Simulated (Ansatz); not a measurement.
A made-up structure of AlSiH2O, doublet:

```tsv
atom	x (Å)	y (Å)	z (Å)
O1	0.5246	-0.3596	0.6133
Al2	1.2185	-0.9515	2.0533
Si3	-0.0724	0.1831	-0.8064
H4	1.9844	-0.7698	3.3536
H5	-0.3241	1.6535	-0.7287
```

It is relaxed with PBE-D4/def2-SVP and then PBE0-D4/def2-TZVP (Ansatz 0.2.0). Atoms count as bonded within 1.22 times the sum of their covalent radii (H–H: 0.88 Å). The end point is not checked to be a true minimum.

Does its bonding change? (Judge from chemistry; the calculation decides.)

The calculation gives: No: no bond forms or breaks.

Where it ends: The first stage lowers the energy by 0.85 eV in 7 steps. It ends as AlSiH₂O ([AlH][O][SiH]):
```xyz
5
angstrom
O 0.5572 -0.3180 0.6725
Al 0.7693 -1.0132 2.2090
Si 0.3372 0.2332 -0.8499
H 2.1437 -0.6472 2.9538
H -0.4764 1.5009 -0.5002
```

Labels in which every atom is bracketed show which atoms are joined, not bond orders.

For scale, one of the runs: PBE0-D4/def2-TZVP relaxation, 117 basis functions, launched by `ansatz run in.yaml --threads 2 --pin off --events-out ev --progress --plain --max-ram 4352MiB`. The run took about 17 s on 2 CPU threads of an Arm Neoverse V2 (shared host).
